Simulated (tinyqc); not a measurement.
ROHF in the sto-3g basis, for H2O, spin multiplicity 3, step by step. Computed by tinyqc, a small Python program that keeps every step (integrals from PySCF). Settings: charge = 0, multiplicity = 3, basis = sto-3g, energy threshold = 1e-08, iteration cap = 84, orthogonalisation = canonical, start = core, DIIS depth = 8, DIIS from iteration = 3, method = ROHF. Command: `OMP_NUM_THREADS=1 python tinyqc.py 22393 22394 out.jsonl` (the two numbers bound the seeds that draw the settings). One thread of a shared host (Intel(R) Xeon(R) Processor @ 2.60GHz), about 0.07 s of CPU time with the checks. Later iterations appear only in the table of the cycle.

## One-electron integrals

Geometry (angstrom):
```
atom,x,y,z
O,0.00000,0.00000,0.00000
H,0.00000,0.78500,0.64600
H,0.00000,-0.78500,0.64600
```

Basis sto-3g: exponents (1/bohr^2) and contraction coefficients of normalised primitives:
```
element,l (shell),exponent,coefficient
O,s (1),130.70932,0.15433
O,s (1),23.80886,0.53533
O,s (1),6.44361,0.44463
O,s (2),5.03315,-0.09997
O,s (2),1.16960,0.39951
O,s (2),0.38039,0.70012
O,p (3),5.03315,0.15592
O,p (3),1.16960,0.60768
O,p (3),0.38039,0.39196
H,s (1),3.42525,0.15433
H,s (1),0.62391,0.53533
H,s (1),0.16886,0.44463
```

Overlap, kinetic and nuclear-attraction integrals over the contracted functions; the nuclear repulsion is the sum of Za Zb / Rab.

nuclear repulsion = 8.6653728 hartree

overlap S, lower triangle:
```
,1O 1s,1O 2s,1O 2px,1O 2py,1O 2pz,2H 1s,3H 1s
1O 1s,1.00000
1O 2s,0.23670,1.00000
1O 2px,0.00000,0.00000,1.00000
1O 2py,0.00000,0.00000,0.00000,1.00000
1O 2pz,0.00000,0.00000,0.00000,0.00000,1.00000
2H 1s,0.04686,0.43664,0.00000,0.28733,0.23645,1.00000
3H 1s,0.04686,0.43664,0.00000,-0.28733,0.23645,0.23207,1.00000
```

kinetic energy T (hartree), lower triangle:
```
,1O 1s,1O 2s,1O 2px,1O 2py,1O 2pz,2H 1s,3H 1s
1O 1s,29.00320
1O 2s,-0.16801,0.80813
1O 2px,0.00000,0.00000,2.52873
1O 2py,0.00000,0.00000,0.00000,2.52873
1O 2pz,0.00000,0.00000,0.00000,0.00000,2.52873
2H 1s,-0.00593,0.10193,0.00000,0.18578,0.15288,0.76003
3H 1s,-0.00593,0.10193,0.00000,-0.18578,0.15288,0.00434,0.76003
```

nuclear attraction V (hartree), lower triangle:
```
,1O 1s,1O 2s,1O 2px,1O 2py,1O 2pz,2H 1s,3H 1s
1O 1s,-61.65949
1O 2s,-7.42950,-10.08354
1O 2px,0.00000,0.00000,-9.93765
1O 2py,0.00000,0.00000,0.00000,-10.06747
1O 2pz,-0.01749,-0.20970,0.00000,0.00000,-10.02557
2H 1s,-1.51023,-3.47820,0.00000,-2.02566,-1.73254,-5.60695
3H 1s,-1.51023,-3.47820,0.00000,2.02566,-1.73254,-1.42725,-5.60695
```

core Hamiltonian H = T + V (hartree), lower triangle:
```
,1O 1s,1O 2s,1O 2px,1O 2py,1O 2pz,2H 1s,3H 1s
1O 1s,-32.65629
1O 2s,-7.59751,-9.27541
1O 2px,0.00000,0.00000,-7.40892
1O 2py,0.00000,0.00000,0.00000,-7.53874
1O 2pz,-0.01749,-0.20970,0.00000,0.00000,-7.49684
2H 1s,-1.51615,-3.37627,0.00000,-1.83989,-1.57966,-4.84691
3H 1s,-1.51615,-3.37627,0.00000,1.83989,-1.57966,-1.42291,-4.84691
```

## Two-electron integrals

Functions are numbered as in S; the eight-fold symmetry (ij|kl) = (ji|kl) = (kl|ij) leaves the list below.

Two-electron integrals (ij|kl) in chemists' order, unique and non-zero (hartree):
```
i,j,k,l,(ij|kl)
1,1,1,1,4.78507
2,1,1,1,0.74138
2,1,2,1,0.13687
2,2,1,1,1.11895
2,2,2,1,0.25663
2,2,2,2,0.81721
3,1,3,1,0.02448
3,2,3,1,0.03781
3,2,3,2,0.18052
3,3,1,1,1.11581
3,3,2,1,0.25668
3,3,2,2,0.81702
3,3,3,3,0.88016
4,1,4,1,0.02448
4,2,4,1,0.03781
4,2,4,2,0.18052
4,3,4,3,0.04744
4,4,1,1,1.11581
4,4,2,1,0.25668
4,4,2,2,0.81702
4,4,3,3,0.78527
4,4,4,4,0.88016
5,1,5,1,0.02448
5,2,5,1,0.03781
5,2,5,2,0.18052
5,3,5,3,0.04744
5,4,5,4,0.04744
5,5,1,1,1.11581
5,5,2,1,0.25668
5,5,2,2,0.81702
5,5,3,3,0.78527
5,5,4,4,0.78527
5,5,5,5,0.88016
6,1,1,1,0.14887
6,1,2,1,0.02725
6,1,2,2,0.05078
6,1,3,3,0.05068
6,1,4,1,0.00097
6,1,4,2,0.00182
6,1,4,4,0.05086
6,1,5,1,0.00080
6,1,5,2,0.00150
6,1,5,4,0.00015
6,1,5,5,0.05080
6,1,6,1,0.00550
6,2,1,1,0.36387
6,2,2,1,0.08451
6,2,2,2,0.29815
6,2,3,3,0.29307
6,2,4,1,0.00490
6,2,4,2,0.03751
6,2,4,4,0.30199
6,2,5,1,0.00403
6,2,5,2,0.03087
6,2,5,4,0.00734
6,2,5,5,0.29911
6,2,6,1,0.01716
6,2,6,2,0.13492
6,3,3,1,0.00882
6,3,3,2,0.05143
6,3,4,3,0.00778
6,3,5,3,0.00641
6,3,6,3,0.01918
6,4,1,1,0.20290
6,4,2,1,0.04773
6,4,2,2,0.17981
6,4,3,3,0.17166
6,4,4,1,0.01125
6,4,4,2,0.07284
6,4,4,4,0.19241
6,4,5,1,0.00200
6,4,5,2,0.01762
6,4,5,4,0.01067
6,4,5,5,0.17517
6,4,6,1,0.01012
6,4,6,2,0.09884
6,4,6,4,0.09075
6,5,1,1,0.16697
6,5,2,1,0.03928
6,5,2,2,0.14797
6,5,3,3,0.14127
6,5,4,1,0.00200
6,5,4,2,0.01762
6,5,4,4,0.14552
6,5,5,1,0.01046
6,5,5,2,0.06593
6,5,5,4,0.01129
6,5,5,5,0.15696
6,5,6,1,0.00833
6,5,6,2,0.08134
6,5,6,4,0.05890
6,5,6,5,0.06765
6,6,1,1,0.50497
6,6,2,1,0.11919
6,6,2,2,0.48236
6,6,3,3,0.46289
6,6,4,1,0.00892
6,6,4,2,0.09423
6,6,4,4,0.49736
6,6,5,1,0.00734
6,6,5,2,0.07754
6,6,5,4,0.02837
6,6,5,5,0.48624
6,6,6,1,0.02441
6,6,6,2,0.27531
6,6,6,4,0.23023
6,6,6,5,0.18946
6,6,6,6,0.77461
7,1,1,1,0.14887
7,1,2,1,0.02725
7,1,2,2,0.05078
7,1,3,3,0.05068
7,1,4,1,-0.00097
7,1,4,2,-0.00182
7,1,4,4,0.05086
7,1,5,1,0.00080
7,1,5,2,0.00150
7,1,5,4,-0.00015
7,1,5,5,0.05080
7,1,6,1,0.00542
7,1,6,2,0.01664
7,1,6,4,0.00897
7,1,6,5,0.00808
7,1,6,6,0.02342
7,1,7,1,0.00550
7,2,1,1,0.36387
7,2,2,1,0.08451
7,2,2,2,0.29815
7,2,3,3,0.29307
7,2,4,1,-0.00490
7,2,4,2,-0.03751
7,2,4,4,0.30199
7,2,5,1,0.00403
7,2,5,2,0.03087
7,2,5,4,-0.00734
7,2,5,5,0.29911
7,2,6,1,0.01664
7,2,6,2,0.10996
7,2,6,4,0.05547
7,2,6,5,0.06451
7,2,6,6,0.18470
7,2,7,1,0.01716
7,2,7,2,0.13492
7,3,3,1,0.00882
7,3,3,2,0.05143
7,3,4,3,-0.00778
7,3,5,3,0.00641
7,3,6,3,0.01513
7,3,7,3,0.01918
7,4,1,1,-0.20290
7,4,2,1,-0.04773
7,4,2,2,-0.17981
7,4,3,3,-0.17166
7,4,4,1,0.01125
7,4,4,2,0.07284
7,4,4,4,-0.19241
7,4,5,1,-0.00200
7,4,5,2,-0.01762
7,4,5,4,0.01067
7,4,5,5,-0.17517
7,4,6,1,-0.00897
7,4,6,2,-0.05547
7,4,6,4,-0.01331
7,4,6,5,-0.03182
7,4,6,6,-0.08260
7,4,7,1,-0.01012
7,4,7,2,-0.09884
7,4,7,4,0.09075
7,5,1,1,0.16697
7,5,2,1,0.03928
7,5,2,2,0.14797
7,5,3,3,0.14127
7,5,4,1,-0.00200
7,5,4,2,-0.01762
7,5,4,4,0.14552
7,5,5,1,0.01046
7,5,5,2,0.06593
7,5,5,4,-0.01129
7,5,5,5,0.15696
7,5,6,1,0.00808
7,5,6,2,0.06451
7,5,6,4,0.03182
7,5,6,5,0.05240
7,5,6,6,0.11871
7,5,7,1,0.00833
7,5,7,2,0.08134
7,5,7,4,-0.05890
7,5,7,5,0.06765
7,6,1,1,0.14117
7,6,2,1,0.03310
7,6,2,2,0.12698
7,6,3,3,0.12392
7,6,4,4,0.12631
7,6,5,1,0.00246
7,6,5,2,0.02249
7,6,5,5,0.13057
7,6,6,1,0.00666
7,6,6,2,0.05740
7,6,6,4,0.03629
7,6,6,5,0.03889
7,6,6,6,0.12200
7,6,7,1,0.00666
7,6,7,2,0.05740
7,6,7,4,-0.03629
7,6,7,5,0.03889
7,6,7,6,0.03011
7,7,1,1,0.50497
7,7,2,1,0.11919
7,7,2,2,0.48236
7,7,3,3,0.46289
7,7,4,1,-0.00892
7,7,4,2,-0.09423
7,7,4,4,0.49736
7,7,5,1,0.00734
7,7,5,2,0.07754
7,7,5,4,-0.02837
7,7,5,5,0.48624
7,7,6,1,0.02342
7,7,6,2,0.18470
7,7,6,4,0.08260
7,7,6,5,0.11871
7,7,6,6,0.33179
7,7,7,1,0.02441
7,7,7,2,0.27531
7,7,7,4,-0.23023
7,7,7,5,0.18946
7,7,7,6,0.12200
7,7,7,7,0.77461
```

## Orthogonalisation

S = U s U^T; canonical form X = U s^(-1/2), so that X^T S X = 1. Each column of U has its largest component positive (the first on a tie).

eigenvalues of S: 0.38093  0.46138  0.88308  1.00000  1.09967  1.30655  1.86838

X:
```
,1,2,3,4,5,6,7
1O 1s,-0.31981,0.00000,0.74756,0.00000,-0.61926,0.00000,0.15660
1O 2s,1.11503,0.00000,-0.30522,0.00000,-0.31307,0.00000,0.42428
1O 2px,0.00000,0.00000,0.00000,1.00000,0.00000,0.00000,0.00000
1O 2py,0.00000,0.88664,0.00000,0.00000,0.00000,0.69840,0.00000
1O 2pz,0.53759,0.00000,0.65426,0.00000,0.62686,0.00000,0.20664
2H 1s,-0.70376,-0.83104,-0.16176,0.00000,0.13212,0.37256,0.37946
3H 1s,-0.70376,0.83104,-0.16176,0.00000,0.13212,-0.37256,0.37946
```

## Starting guess

The start is the orbitals of the core Hamiltonian; D(s) = C_occ C_occ^T for each spin.

D(alpha) at the start, lower triangle:
```
,1O 1s,1O 2s,1O 2px,1O 2py,1O 2pz,2H 1s,3H 1s
1O 1s,1.06914
1O 2s,-0.32445,1.61448
1O 2px,0.00000,0.00000,1.00000
1O 2py,0.00000,0.00000,0.00000,1.15578
1O 2pz,-0.03866,0.29116,0.00000,0.00000,1.15272
2H 1s,0.08174,-0.61570,0.00000,-0.16829,-0.32294,0.70739
3H 1s,0.08174,-0.61570,0.00000,0.16829,-0.32294,0.65839,0.70739
```

D(beta) at the start, lower triangle:
```
,1O 1s,1O 2s,1O 2px,1O 2py,1O 2pz,2H 1s,3H 1s
1O 1s,1.06630
1O 2s,-0.29504,1.31008
1O 2px,0.00000,0.00000,0.00000
1O 2py,0.00000,0.00000,0.00000,1.15578
1O 2pz,-0.02506,0.15045,0.00000,0.00000,1.08767
2H 1s,0.03869,-0.17024,0.00000,-0.16829,-0.11702,0.05550
3H 1s,0.03869,-0.17024,0.00000,0.16829,-0.11702,0.00650,0.05550
```

## Iteration 1: building the Fock matrix

J_ij = sum D_kl (ij|kl) with D = D(alpha) + D(beta), K_ij = sum D_kl (ik|jl) for each spin; F = H + J - K(s); E = tr D H + tr D J / 2 - 0.5 sum_s tr D(s) K(s) + E_nn.

Coulomb J (hartree), lower triangle:
```
,1O 1s,1O 2s,1O 2px,1O 2py,1O 2pz,2H 1s,3H 1s
1O 1s,18.08598
1O 2s,3.42916,8.48700
1O 2px,0.00000,0.00000,8.40323
1O 2py,0.00000,0.00000,0.00000,8.52009
1O 2pz,0.01135,0.06677,0.00000,0.00000,8.51413
2H 1s,0.68352,3.05055,0.00000,1.82326,1.52168,4.92385
3H 1s,0.68352,3.05055,0.00000,-1.82326,1.52168,1.29140,4.92385
```

exchange K(alpha) (hartree), lower triangle:
```
,1O 1s,1O 2s,1O 2px,1O 2py,1O 2pz,2H 1s,3H 1s
1O 1s,4.93155
1O 2s,0.86230,1.46031
1O 2px,0.00000,0.00000,1.19253
1O 2py,0.00000,0.00000,0.00000,1.20435
1O 2pz,0.00101,0.02177,0.00000,0.00000,1.20534
2H 1s,0.17947,0.51016,0.00000,0.23473,0.22125,0.57385
3H 1s,0.17947,0.51016,0.00000,-0.23473,0.22125,0.30108,0.57385
```

exchange K(beta) (hartree), lower triangle:
```
,1O 1s,1O 2s,1O 2px,1O 2py,1O 2pz,2H 1s,3H 1s
1O 1s,4.90319
1O 2s,0.82382,1.25686
1O 2px,0.00000,0.00000,0.30715
1O 2py,0.00000,0.00000,0.00000,1.13669
1O 2pz,0.00080,0.00120,0.00000,0.00000,1.13629
2H 1s,0.17165,0.39142,0.00000,0.18754,0.15339,0.19168
3H 1s,0.17165,0.39142,0.00000,-0.18754,0.15339,0.11513,0.19168
```

F(alpha) (hartree), lower triangle:
```
,1O 1s,1O 2s,1O 2px,1O 2py,1O 2pz,2H 1s,3H 1s
1O 1s,-19.50186
1O 2s,-5.03065,-2.24871
1O 2px,0.00000,0.00000,-0.19822
1O 2py,0.00000,0.00000,0.00000,-0.22299
1O 2pz,-0.00715,-0.16470,0.00000,0.00000,-0.18804
2H 1s,-1.01211,-0.83588,0.00000,-0.25135,-0.27923,-0.49692
3H 1s,-1.01211,-0.83588,0.00000,0.25135,-0.27923,-0.43259,-0.49692
```

F(beta) (hartree), lower triangle:
```
,1O 1s,1O 2s,1O 2px,1O 2py,1O 2pz,2H 1s,3H 1s
1O 1s,-19.47350
1O 2s,-4.99217,-2.04526
1O 2px,0.00000,0.00000,0.68716
1O 2py,0.00000,0.00000,0.00000,-0.15534
1O 2pz,-0.00694,-0.14413,0.00000,0.00000,-0.11899
2H 1s,-1.00429,-0.71714,0.00000,-0.20417,-0.21137,-0.11474
3H 1s,-1.00429,-0.71714,0.00000,0.20417,-0.21137,-0.24663,-0.11474
```

total energy of this density = -73.6874678 hartree

## Iteration 1: Roothaan effective Fock matrix

With projectors Pc = D(beta) S, Po = (D(alpha) - D(beta)) S, Pv = 1 - D(alpha) S, the block xy is Px^T F Py; with Fc = (F(alpha) + F(beta))/2, the blocks are Fc for cc, oo, vv and cv, F(beta) for co and F(alpha) for ov.

effective F (hartree), lower triangle:
```
,1O 1s,1O 2s,1O 2px,1O 2py,1O 2pz,2H 1s,3H 1s
1O 1s,-19.48767
1O 2s,-5.01192,-2.14933
1O 2px,0.00000,0.00000,0.24447
1O 2py,0.00000,0.00000,0.00000,-0.18916
1O 2pz,-0.00745,-0.15435,0.00000,0.00000,-0.15205
2H 1s,-1.01038,-0.78164,0.00000,-0.22776,-0.24145,-0.30777
3H 1s,-1.01038,-0.78164,0.00000,0.22776,-0.24145,-0.34154,-0.30777
```

## Iteration 1: diagonalisation and new density

Diagonalise F' = X^T F X, C = X C', fill 6 alpha and 4 beta electrons from the bottom; D(s) = C_occ C_occ^T. Each column has its largest component positive (the first on a tie).

F' = X^T F X (hartree), lower triangle:
```
,1,2,3,4,5,6,7
1,-0.05128
2,0.00000,0.56923
3,1.60266,0.00000,-8.41190
4,0.00000,0.00000,0.00000,0.24447
5,-1.34994,0.00000,8.65703,0.00000,-9.26331
6,0.00000,-0.02414,0.00000,0.00000,0.00000,-0.31994
7,0.26807,0.00000,-3.66647,0.00000,4.02534,0.00000,-2.57113
```

orbital energies (hartree): MO1 -19.49770, MO2 -0.97796, MO3 -0.32060, MO4 -0.19059, MO5 0.24447, MO6 0.36862, MO7 0.56989

coefficients C:
```
,MO1,MO2,MO3,MO4,MO5,MO6,MO7
1O 1s,0.99368,-0.23672,0.00000,0.10912,0.00000,-0.11744,0.00000
1O 2s,0.02781,0.85955,0.00000,-0.54004,0.00000,0.76369,0.00000
1O 2px,0.00000,0.00000,0.00000,0.00000,1.00000,0.00000,0.00000
1O 2py,0.00000,0.00000,0.72219,0.00000,0.00000,0.00000,0.86738
1O 2pz,0.00317,0.16197,0.00000,0.76265,0.00000,0.73813,0.00000
2H 1s,-0.00568,0.14066,0.34989,0.28498,0.00000,-0.76279,-0.84084
3H 1s,-0.00568,0.14066,-0.34989,0.28498,0.00000,-0.76279,0.84084
```

D(alpha) after iteration 1, lower triangle:
```
,1O 1s,1O 2s,1O 2px,1O 2py,1O 2pz,2H 1s,3H 1s
1O 1s,1.06914
1O 2s,-0.32445,1.61448
1O 2px,0.00000,0.00000,1.00000
1O 2py,0.00000,0.00000,0.00000,0.52156
1O 2pz,-0.03866,0.29116,0.00000,0.00000,1.15272
2H 1s,0.08174,-0.61570,0.00000,0.25269,-0.32294,0.80531
3H 1s,0.08174,-0.61570,0.00000,-0.25269,-0.32294,0.56047,0.80531
```

D(beta) after iteration 1, lower triangle:
```
,1O 1s,1O 2s,1O 2px,1O 2py,1O 2pz,2H 1s,3H 1s
1O 1s,1.05535
1O 2s,-0.23477,1.03125
1O 2px,0.00000,0.00000,0.00000
1O 2py,0.00000,0.00000,0.00000,0.52156
1O 2pz,0.04803,-0.27254,0.00000,0.00000,0.60788
2H 1s,-0.00784,-0.03316,0.00000,0.25269,0.24011,0.22346
3H 1s,-0.00784,-0.03316,0.00000,-0.25269,0.24011,-0.02139,0.22346
```

## Iteration 2: building the Fock matrix

As before.

Coulomb J (hartree), lower triangle:
```
,1O 1s,1O 2s,1O 2px,1O 2py,1O 2pz,2H 1s,3H 1s
1O 1s,17.18693
1O 2s,3.23041,8.04501
1O 2px,0.00000,0.00000,7.96745
1O 2py,0.00000,0.00000,0.00000,8.06249
1O 2pz,0.00996,0.12532,0.00000,0.00000,8.08108
2H 1s,0.64412,2.95740,0.00000,1.78854,1.51829,5.00150
3H 1s,0.64412,2.95740,0.00000,-1.78854,1.51829,1.28223,5.00150
```

exchange K(alpha) (hartree), lower triangle:
```
,1O 1s,1O 2s,1O 2px,1O 2py,1O 2pz,2H 1s,3H 1s
1O 1s,4.91768
1O 2s,0.84408,1.41387
1O 2px,0.00000,0.00000,1.17634
1O 2py,0.00000,0.00000,0.00000,0.99050
1O 2pz,0.00286,0.04607,0.00000,0.00000,1.19725
2H 1s,0.17668,0.53076,0.00000,0.33624,0.24475,0.73449
3H 1s,0.17668,0.53076,0.00000,-0.33624,0.24475,0.25900,0.73449
```

exchange K(beta) (hartree), lower triangle:
```
,1O 1s,1O 2s,1O 2px,1O 2py,1O 2pz,2H 1s,3H 1s
1O 1s,4.86629
1O 2s,0.79285,1.15154
1O 2px,0.00000,0.00000,0.26267
1O 2py,0.00000,0.00000,0.00000,0.91797
1O 2pz,0.00305,-0.04877,0.00000,0.00000,0.93509
2H 1s,0.16473,0.46894,0.00000,0.31170,0.26604,0.54152
3H 1s,0.16473,0.46894,0.00000,-0.31170,0.26604,0.18437,0.54152
```

F(alpha) (hartree), lower triangle:
```
,1O 1s,1O 2s,1O 2px,1O 2py,1O 2pz,2H 1s,3H 1s
1O 1s,-20.38705
1O 2s,-5.21118,-2.64428
1O 2px,0.00000,0.00000,-0.61781
1O 2py,0.00000,0.00000,0.00000,-0.46675
1O 2pz,-0.01039,-0.13046,0.00000,0.00000,-0.61300
2H 1s,-1.04871,-0.94963,0.00000,-0.38759,-0.30612,-0.57990
3H 1s,-1.04871,-0.94963,0.00000,0.38759,-0.30612,-0.39967,-0.57990
```

F(beta) (hartree), lower triangle:
```
,1O 1s,1O 2s,1O 2px,1O 2py,1O 2pz,2H 1s,3H 1s
1O 1s,-20.33566
1O 2s,-5.15995,-2.38194
1O 2px,0.00000,0.00000,0.29586
1O 2py,0.00000,0.00000,0.00000,-0.39422
1O 2pz,-0.01058,-0.03562,0.00000,0.00000,-0.35084
2H 1s,-1.03677,-0.88781,0.00000,-0.36305,-0.32741,-0.38693
3H 1s,-1.03677,-0.88781,0.00000,0.36305,-0.32741,-0.32504,-0.38693
```

total energy of this density = -74.6264069 hartree

## Iteration 2: Roothaan effective Fock matrix

As before.

effective F (hartree), lower triangle:
```
,1O 1s,1O 2s,1O 2px,1O 2py,1O 2pz,2H 1s,3H 1s
1O 1s,-20.36152
1O 2s,-5.18539,-2.50424
1O 2px,0.00000,0.00000,-0.16097
1O 2py,0.00000,0.00000,0.00000,-0.43049
1O 2pz,-0.00704,-0.05671,0.00000,0.00000,-0.45673
2H 1s,-1.04744,-0.94324,0.00000,-0.37532,-0.31354,-0.52472
3H 1s,-1.04744,-0.94324,0.00000,0.37532,-0.31354,-0.40366,-0.52472
```

## Iteration 2: diagonalisation and new density

As before.

F' = X^T F X (hartree), lower triangle:
```
,1,2,3,4,5,6,7
1,-0.12282
2,0.00000,0.60055
3,1.75837,0.00000,-9.02124
4,0.00000,0.00000,0.00000,-0.16097
5,-1.39051,0.00000,8.86785,0.00000,-9.85359
6,0.00000,-0.00389,0.00000,0.00000,0.00000,-0.63422
7,0.26563,0.00000,-3.74593,0.00000,4.16142,0.00000,-2.89122
```

orbital energies (hartree): MO1 -20.36959, MO2 -1.29925, MO3 -0.63423, MO4 -0.54934, MO5 -0.16097, MO6 0.32931, MO7 0.60057

coefficients C:
```
,MO1,MO2,MO3,MO4,MO5,MO6,MO7
1O 1s,0.99445,-0.23950,0.00000,0.07966,0.00000,-0.12847,0.00000
1O 2s,0.02443,0.87900,0.00000,-0.42093,0.00000,0.81489,0.00000
1O 2px,0.00000,0.00000,0.00000,0.00000,1.00000,0.00000,0.00000
1O 2py,0.00000,0.00000,0.70119,0.00000,0.00000,0.00000,0.88444
1O 2pz,0.00254,0.05928,0.00000,0.80429,0.00000,0.70874,0.00000
2H 1s,-0.00468,0.14060,0.36994,0.26626,0.00000,-0.76955,-0.83221
3H 1s,-0.00468,0.14060,-0.36994,0.26626,0.00000,-0.76955,0.83221
```

D(alpha) after iteration 2, lower triangle:
```
,1O 1s,1O 2s,1O 2px,1O 2py,1O 2pz,2H 1s,3H 1s
1O 1s,1.06914
1O 2s,-0.32445,1.61448
1O 2px,0.00000,0.00000,1.00000
1O 2py,0.00000,0.00000,0.00000,0.49167
1O 2pz,-0.03866,0.29116,0.00000,0.00000,1.15272
2H 1s,0.08174,-0.61570,0.00000,0.25940,-0.32294,0.81975
3H 1s,0.08174,-0.61570,0.00000,-0.25940,-0.32294,0.54603,0.81975
```

D(beta) after iteration 2, lower triangle:
```
,1O 1s,1O 2s,1O 2px,1O 2py,1O 2pz,2H 1s,3H 1s
1O 1s,1.05263
1O 2s,-0.21976,0.95043
1O 2px,0.00000,0.00000,0.00000
1O 2py,0.00000,0.00000,0.00000,0.49167
1O 2pz,0.05240,-0.28638,0.00000,0.00000,0.65040
2H 1s,-0.01712,0.01140,0.00000,0.25940,0.22247,0.22754
3H 1s,-0.01712,0.01140,0.00000,-0.25940,0.22247,-0.04617,0.22754
```

## Iteration 7 (converged): orbitals

converged F (hartree), lower triangle:
```
,1O 1s,1O 2s,1O 2px,1O 2py,1O 2pz,2H 1s,3H 1s
1O 1s,-20.39599
1O 2s,-5.19251,-2.50601
1O 2px,0.00000,0.00000,-0.17627
1O 2py,0.00000,0.00000,0.00000,-0.42800
1O 2pz,-0.00732,-0.05395,0.00000,0.00000,-0.49100
2H 1s,-1.04917,-0.94889,0.00000,-0.37916,-0.31317,-0.53323
3H 1s,-1.04917,-0.94889,0.00000,0.37916,-0.31317,-0.40249,-0.53323
```

As before.

F' = X^T F X (hartree), lower triangle:
```
,1,2,3,4,5,6,7
1,-0.12161
2,0.00000,0.60046
3,1.74922,0.00000,-9.05429
4,0.00000,0.00000,0.00000,-0.17627
5,-1.40688,0.00000,8.86830,0.00000,-9.88271
6,0.00000,0.00556,0.00000,0.00000,0.00000,-0.63969
7,0.26705,0.00000,-3.75351,0.00000,4.16425,0.00000,-2.90038
```

orbital energies (hartree): MO1 -20.40400, MO2 -1.30231, MO3 -0.63971, MO4 -0.57232, MO5 -0.17627, MO6 0.31964, MO7 0.60049

coefficients C:
```
,MO1,MO2,MO3,MO4,MO5,MO6,MO7
1O 1s,0.99448,-0.23862,0.00000,0.07703,0.00000,-0.13144,0.00000
1O 2s,0.02429,0.87412,0.00000,-0.40313,0.00000,0.82902,0.00000
1O 2px,0.00000,0.00000,0.00000,0.00000,1.00000,0.00000,0.00000
1O 2py,0.00000,0.00000,0.69442,0.00000,0.00000,0.00000,0.88977
1O 2pz,0.00253,0.05785,0.00000,0.82104,0.00000,0.68939,0.00000
2H 1s,-0.00463,0.14488,0.37629,0.24727,0.00000,-0.77507,-0.82936
3H 1s,-0.00463,0.14488,-0.37629,0.24727,0.00000,-0.77507,0.82936
```

D(alpha) after iteration 7, lower triangle:
```
,1O 1s,1O 2s,1O 2px,1O 2py,1O 2pz,2H 1s,3H 1s
1O 1s,1.06914
1O 2s,-0.32445,1.61448
1O 2px,0.00000,0.00000,1.00000
1O 2py,0.00000,0.00000,0.00000,0.48222
1O 2pz,-0.03866,0.29116,0.00000,0.00000,1.15272
2H 1s,0.08174,-0.61570,0.00000,0.26130,-0.32294,0.82448
3H 1s,0.08174,-0.61570,0.00000,-0.26130,-0.32294,0.54130,0.82448
```

D(beta) after iteration 7, lower triangle:
```
,1O 1s,1O 2s,1O 2px,1O 2py,1O 2pz,2H 1s,3H 1s
1O 1s,1.05186
1O 2s,-0.21549,0.92720
1O 2px,0.00000,0.00000,0.00000
1O 2py,0.00000,0.00000,0.00000,0.48222
1O 2pz,0.05196,-0.28036,0.00000,0.00000,0.67745
2H 1s,-0.02013,0.02685,0.00000,0.26130,0.21139,0.22375
3H 1s,-0.02013,0.02685,0.00000,-0.26130,0.21139,-0.05944,0.22375
```

## Convergence

Stop when the energy changes by less than 1e-08 hartree and every element of the error matrix X^T (F D S - S D F) X is below 3e-05.

Course of the cycle:
```
iteration,E (hartree),change,largest element of the error matrix
1,-73.6874678,-,8.07e-01
2,-74.6264069,-9.39e-01,5.92e-02
3,-74.6327722,-6.37e-03,1.18e-02
4,-74.6331994,-4.27e-04,4.46e-03
5,-74.6332482,-4.89e-05,6.30e-04
6,-74.6332490,-7.57e-07,1.63e-05
7,-74.6332490,-1.29e-10,1.77e-06
```

PySCF ROHF in the same basis = -74.6332490 hartree

Converged in 7 iterations.

## Populations, bond orders and dipole

Mulliken: Z minus the diagonal of D S on the atom; Loewdin: the same with S^(1/2) D S^(1/2); Mayer order: 2 sum_s sum (D(s) S)_ij (D(s) S)_ji over the two atoms.

Charges (e):
```
atom,Mulliken,Loewdin,Mulliken spin
1O,0.05922,0.12388,1.32397
2H,-0.02961,-0.06194,0.33801
3H,-0.02961,-0.06194,0.33801
```

Mayer bond orders:
```
pair,order
2-1,0.68397
3-1,0.68397
3-2,0.20090
```

dipole moment about the origin, x y z (debye): 0.00000  0.00000  -0.03506
